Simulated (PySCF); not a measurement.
This PySCF input asks for the NMR shieldings of SMILES Nc1cccs1, C₄H₅NS; the geometry comes from PBE0-D3(BJ)/def2-SVP.

```python
import basis_set_exchange as bse
import numpy as np
from pyscf import gto, dft
from pyscf.prop import nmr

atoms = """
N     2.133694    0.039342   -0.170970
C     0.762264    0.117316   -0.021744
C    -0.198850   -0.785065   -0.415708
C    -1.521926   -0.320214   -0.158856
C    -1.560097    0.913926    0.422946
S     0.035827    1.540434    0.659695
H     2.477666   -0.905143   -0.298620
H     2.676130    0.540115    0.522864
H     0.039114   -1.746344   -0.873199
H    -2.419613   -0.893336   -0.396327
H    -2.423067    1.500104    0.732226
"""
names = dict.fromkeys(["N", "C", "S", "H"], "pcSseg-1")
basis = {el: gto.basis.parse(bse.get_basis(n, elements=[el], fmt="nwchem")) for el, n in names.items()}
mol = gto.M(atom=atoms, basis=basis, charge=0, verbose=0)
mf = dft.RKS(mol, xc="PBE0")
mf.grids.level = 2
mf.grids.alignment = dft.numint.BLKSIZE   # the property module wants whole blocks of grid points
mf.conv_tol = 1e-9
mf.kernel()

calc = nmr.RKS(mf)   # GIAO
C = mf.mo_coeff
Co = C[:, mf.mo_occ > 0]
resp = mf.gen_response(singlet=True, hermi=2)
def vind(x):   # induced exchange potential for any number of trial vectors
    d = np.einsum("pi,xij,qj->xpq", C, 2 * x.reshape(-1, C.shape[1], Co.shape[1]), Co, optimize=True)
    return np.einsum("xpq,pi,qj->xij", resp(d - d.transpose(0, 2, 1)), C, Co, optimize=True).ravel()
mo1, _ = nmr.rhf.solve_mo1(calc, with_cphf=vind)
sigma = calc.kernel(mo1)
for i, s in enumerate(sigma):   # ppm
    w = np.linalg.eigvalsh((s + s.T) / 2)
    print("%2d %-2s iso %8.1f  s11 %8.1f  s22 %8.1f  s33 %8.1f" % (i, mol.atom_pure_symbol(i), w.mean(), *w))
```

Question: What does it print?

Answer: 
```
 0 N  iso    196.4  s11    151.9  s22    185.5  s33    251.7
 1 C  iso     24.1  s11    -50.2  s22     11.8  s33    110.5
 2 C  iso     77.9  s11     16.1  s22     74.9  s33    142.9
 3 C  iso     53.2  s11    -30.9  s22     44.2  s33    146.2
 4 C  iso     69.7  s11    -18.9  s22     91.3  s33    136.7
 5 S  iso    312.2  s11    185.5  s22    363.4  s33    387.7
 6 H  iso     28.1  s11     20.9  s22     26.6  s33     36.6
 7 H  iso     28.1  s11     20.5  s22     27.4  s33     36.3
 8 H  iso     25.3  s11     22.1  s22     25.5  s33     28.2
 9 H  iso     24.6  s11     21.9  s22     24.1  s33     27.9
10 H  iso     25.1  s11     22.1  s22     25.1  s33     28.3
```

These numbers come from an equivalent density-fitted implementation of the same equations, which agrees with the script to about 0.01 ppm for H and up to a few tenths of a ppm for heavy atoms, so last digits may differ.

Question: Turn these shieldings into chemical shifts. δ = σ(ref) − σ, references computed at the same level: NH3 for ¹⁵N (σref 265.67); TMS for ¹³C (σref 184.41) and ¹H (σref 31.27); ³³S (σref 495.66) against CS2.

Answer: Averaging equivalent atoms: N 0: 69.3; C 1: 160.4; C 3: 131.2; C 4: 114.7; C 2: 106.5; S 5: 183; H 9: 6.62; H 10: 6.12; H 8: 6.01; H 6/7: 3.19 ppm. Experimental scales use liquid or dissolved standards, which lie at an offset from isolated NH3 (liquid NH3: subtract about 20 ppm).

Size and cost of the density-fitted run: 134 basis functions, roughly 8 core-seconds.
